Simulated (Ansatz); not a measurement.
System: S₂, charge 0, triplet. S2 (SMILES S=S, triplet).
B3LYP-D3(BJ)/def2-TZVP minimum from Ansatz (a program for electronic structure):
```
S
S 1 1.9037
```
Charge 0, spin multiplicity 3.

Total energies in cc-pV(D+d)Z, 12 correlated electrons, 10 frozen orbitals. UHF or UKS for unpaired electrons; spin-orbit terms are left out. Correlated methods leave the cores frozen. No relativity. The UHF reference of S2 (S=S, triplet) is spin-contaminated (<S^2> up to 0.06 over the pure value in the sets run).

```json
[
 {"method": "HF", "program": "Ansatz", "energy (Eh)": "-795.06746", "minus CCSDTQ (mEh)": "278.18"},
 {"method": "MP2", "program": "Ansatz", "energy (Eh)": "-795.30900", "minus CCSDTQ (mEh)": "36.65"},
 {"method": "CCSD", "program": "Ansatz", "energy (Eh)": "-795.33312", "minus CCSDTQ (mEh)": "12.53"},
 {"method": "CCSD(T)", "program": "Ansatz", "energy (Eh)": "-795.34376", "minus CCSDTQ (mEh)": "1.88"},
 {"method": "CCSDT(Q)", "program": "Ansatz", "energy (Eh)": "-795.34569", "minus CCSDTQ (mEh)": "-0.04"},
 {"method": "CCSDTQ", "program": "Ansatz", "energy (Eh)": "-795.34565", "minus CCSDTQ (mEh)": "0.00"}
]
```

Rough core times of Ansatz's runs on a shared machine: CCSD(T) under 20 s, CCSDT(Q) 40 s, CCSDTQ 30 min.
